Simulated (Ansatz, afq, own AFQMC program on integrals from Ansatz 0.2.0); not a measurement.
## MgPH2, quartet: AFQMC among the cluster methods

```xyz
4

P     0.0191    0.0703    1.1643
Mg    0.0191    0.0099   -1.5256
H     0.0191   -1.2505    1.6871
H    -1.0682   -1.1497   -0.6779
```

Connectivity, by distances: PH–MgH.

Basis cc-pVDZ. Noble-gas cores (and the filled d shells of Ga–Kr and In–Xe) are frozen. Integrals, coupled cluster, full CI and functionals: Ansatz 0.2.0; the random walks run on the same integrals in our own AFQMC program. ph-AFQMC/CISD is guided by a CISD state made of CCSD amplitudes; releasing the constraint for a short imaginary time cuts its bias at the price of noise, slowly where states lie close. Uncertainties: one standard error, sampling alone.

Determinant: UHF, the one that the program's search chose, which needn't be the lowest solution. The geometry is a point of a scan.

No full CI on the walks' own integrals is used here; CCSDT(Q) serves as the reference and is uncertain by about the last step of the cluster series.

Cautions: lower spins were not checked.

The T1 diagnostic is 0.0219, the weight of the determinant in the CISD state is 0.895 and the ⟨S²⟩ of the determinant is 3.784. The size of the correlated space is 9 electrons in 36 orbitals.

```json
{"level": "MP2", "correlation energy (eV)": "-3.1894"}
{"level": "CCSD", "correlation energy (eV)": "-4.0562"}
{"level": "CCSD(T)", "correlation energy (eV)": "-4.1590"}
```

(1) Estimate where phaseless AFQMC with the Hartree–Fock trial lies against CCSD(T) on the same integrals.

(1) 52.1 ± 34.7 meV below CCSD(T). The gap is under twice the noise, so this walk alone can't tell the two apart.

Reference: CCSDT(Q), correlation energy -4.191 eV. The released energy is read at 2.40 1/Eh (meV from the phaseless value at times in 1/Eh: -9 ± 8 at 0.24, -14 ± 7 at 0.51, -17 ± 9 at 0.99, -27 ± 10 at 1.62, -11 ± 9 at 2.40).

```csv
level,E − E(reference) (meV),share of correlation (%)
CCSD(T),32.3,99.23
CCSDT,4.9,99.88
ph-AFQMC/HF,-19.8 ± 34.7,100.47
ph-AFQMC/CISD,31.4 ± 6.9,99.25
released AFQMC,20.0 ± 9.1,99.52
```

Released energies are given only where the last usable release times agree within the noise; a slower fall can still hide under it.
